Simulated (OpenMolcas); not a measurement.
**One shape, several levels: singlet [BH2]+**

Wanted: a comparison of 6 runs (HF/3-21G, UHF/3-21G, B2PLYP/3-21G, M06-2X/3-21G, PBE0/3-21G, r2SCAN/3-21G) of singlet [BH2]+. 

The results are computed with OpenMolcas 26.06.

### 1 The system as given

[BH2]+: 3 atoms, total charge +1, spin state singlet. SMILES of the parent species: `[BH2]`. The shape is that of a GFN2-xTB optimisation. That shape belongs to the parent species and isn't relaxed for this state.

Bond lengths: B1–H2 1.159 Å, B1–H3 1.159 Å. Angles: H2–B1–H3 128.4°.

### 2 The energy at HF/3-21G (run 1)

Input file calc.inp:

```
* BH2 Hartree-Fock
&GATEWAY
BasLib
$CurrDir
BasisSet
B.3-21G....
B1 0.262840 -0.166230 0.128640 angstrom
End of Basis
BasisSet
H.3-21G....
H2 0.280020 0.985320 0.260980 angstrom
H3 -0.542860 -0.819090 -0.389630 angstrom
End of Basis
&SEWARD
&SCF
Charge
1
Thresholds
1e-10 1e-07 1e-07 1e-05
PrOrbitals
1 1
```

The basis set 3-21G is read from a file made from the Basis Set Exchange's data (not shown).

Run with:

```sh
$ export MOLCAS_MEM=1860
$ pymolcas calc.inp > calc.log
```

What it wrote:

```text
--- Start Module: gateway ---
[...]
--- Stop Module: gateway /rc=_RC_ALL_IS_WELL_ ---
--- Start Module: seward ---
[...]
      Basis functions           13
--- Stop Module: seward /rc=_RC_ALL_IS_WELL_ ---
--- Start Module: scf ---
[...]
       Convergence after  11 Iterations
[...]
::    Total SCF energy                                -25.2823528865
[...]
      Total spin, S                                     0.0000000000
[...]
      Total electronic charge=    6.000000
      Total            charge=    1.000000
[...]
      Dipole Moment (debye):
      Origin of the operator (angstrom)=    0.2018   -0.1276    0.0988
                   X=  6.6180E-01               Y= -4.1859E-01               Z=  3.2390E-01           Total=  8.4742E-01
      Center of Charge (angstrom)
[...]
--- Stop Module: scf /rc=_RC_ALL_IS_WELL_ ---
[...]
```

Wall time 1.6 s (1 thread of Intel Xeon Platinum 8488C (Sapphire Rapids), shared host); peak memory 0.37 GiB.

### 3 The energy at UHF/3-21G (run 2)

Input file step1.input:

```
* BH2 Hartree-Fock

&GATEWAY
 BASLIB
 $CurrDir
 BASISSET
 B.3-21G....
 B1 0.262840 -0.166230 0.128640 angstrom
 End of Basis
 BASISSET
 H.3-21G....
 H2 0.280020 0.985320 0.260980 angstrom
 H3 -0.542860 -0.819090 -0.389630 angstrom
 End of Basis

&SEWARD

&SCF
 UHF
 CHARGE
 1
 SCRAMBLE
 0.25
 PRORBITALS
 1 1
```

The basis set 3-21G is read from a file made from the Basis Set Exchange's data (not shown).

Run with:

```sh
$ export MOLCAS_MEM=1860
$ pymolcas step1.input > step1.log
```

What it wrote:

```text
--- Start Module: gateway ---
[...]
--- Stop Module: gateway /rc=_RC_ALL_IS_WELL_ ---
--- Start Module: seward ---
[...]
      Basis functions           13
--- Stop Module: seward /rc=_RC_ALL_IS_WELL_ ---
--- Start Module: scf ---
[...]
       Convergence after  14 Iterations
[...]
::    Total SCF energy                                -25.2823528864
[...]
      Total spin, S                                     0.0000000002
[...]
      Total electronic charge=    6.000000
      Total            charge=    1.000000
[...]
      Dipole Moment (debye):
      Origin of the operator (angstrom)=    0.2018   -0.1276    0.0988
                   X=  6.6179E-01               Y= -4.1859E-01               Z=  3.2390E-01           Total=  8.4741E-01
      Center of Charge (angstrom)
[...]
--- Stop Module: scf /rc=_RC_ALL_IS_WELL_ ---
[...]
```

Wall time 1.7 s (1 thread of Intel Xeon Platinum 8488C (Sapphire Rapids), shared host); peak memory 0.37 GiB.

Runs 3 to 5 aren't shown in full; the table further down has their settings and results.

### 4 A single-point energy at r2SCAN/3-21G (run 6)

Input file calc.input:

```
&GATEWAY
BASLIB=$CurrDir
BASISSET
B.3-21G....
B1 0.262840 -0.166230 0.128640 angstrom
End of Basis
BASISSET
H.3-21G....
H2 0.280020 0.985320 0.260980 angstrom
H3 -0.542860 -0.819090 -0.389630 angstrom
End of Basis
&SEWARD
GRIDINPUT
Grid=UltraFine
End of Grid
&SCF
CHARGE=1
KSDFT=2
1.0 MGGA_X_R2SCAN
1.0 MGGA_C_R2SCAN
THRESHOLDS=1e-10 1e-07 1e-07 1e-05
PRORBITALS=1 1
```

The basis set 3-21G is read from a file made from the Basis Set Exchange's data (not shown).

Run with:

```sh
$ export MOLCAS_MEM=1860
$ pymolcas calc.input > calc.log
```

What it wrote:

```text
--- Start Module: gateway ---
[...]
--- Stop Module: gateway /rc=_RC_ALL_IS_WELL_ ---
--- Start Module: seward ---
[...]
      Basis functions           13
--- Stop Module: seward /rc=_RC_ALL_IS_WELL_ ---
--- Start Module: scf ---
[...]
       Convergence after  12 Iterations
[...]
::    Total KS-DFT energy                             -25.4119356244
[...]
      Total spin, S                                     0.0000000000
[...]
      Total electronic charge=    6.000000
      Total            charge=    1.000000
[...]
      Dipole Moment (debye):
      Origin of the operator (angstrom)=    0.2018   -0.1276    0.0988
                   X=  6.1969E-01               Y= -3.9196E-01               Z=  3.0329E-01           Total=  7.9350E-01
      Center of Charge (angstrom)
[...]
--- Stop Module: scf /rc=_RC_ALL_IS_WELL_ ---
[...]
```

Wall time 3.6 s (1 thread of Intel Xeon Platinum 8488C (Sapphire Rapids), shared host); peak memory 0.37 GiB.

### 5 The series

| run | level | SCF convergence threshold | scramble | energy (Eh) | HOMO energy (eV) | LUMO energy (eV) | HOMO–LUMO gap (eV) | wall time |
| --- | --- | --- | --- | --- | --- | --- | --- | --- |
| 1 | HF/3-21G | 1e-10 | – | -25.282353 | -23.83 | -7.96 | 15.87 | 1.6 s |
| 2 | UHF/3-21G | – | 0.25 | -25.282353 | -23.83 | -7.96 | 15.87 | 1.7 s |
| 3 | B2PLYP/3-21G | 1e-10 | – | -25.402733 | -21.55 | -10.63 | 10.92 | 2.8 s |
| 4 | M06-2X/3-21G | 1e-10 | – | -25.430479 | -21.49 | -10.90 | 10.59 | 3.6 s |
| 5 | PBE0/3-21G | 1e-10 | – | -25.395173 | -20.08 | -12.16 | 7.92 | 2.8 s |
| 6 | r2SCAN/3-21G | 1e-10 | – | -25.411936 | -18.90 | -12.88 | 6.02 | 3.6 s |

### 6 Outcome

```
            quantity         value
 run 6: total energy  -25.41194 Eh
  run 6: HOMO energy     -18.90 eV
  run 6: LUMO energy     -12.88 eV
run 6: HOMO–LUMO gap       6.02 eV
```

In words: The HOMO–LUMO gap runs from 6.02 eV (r2SCAN/3-21G) to 15.87 eV (HF/3-21G). Exact exchange widens orbital gaps. For B2PLYP the log adds the whole second-order term; the table takes 0.27 of it, as the functional is defined. Totals of different functionals can't be ranked against each other. All runs together took 16 s, the longest 3.6 s.
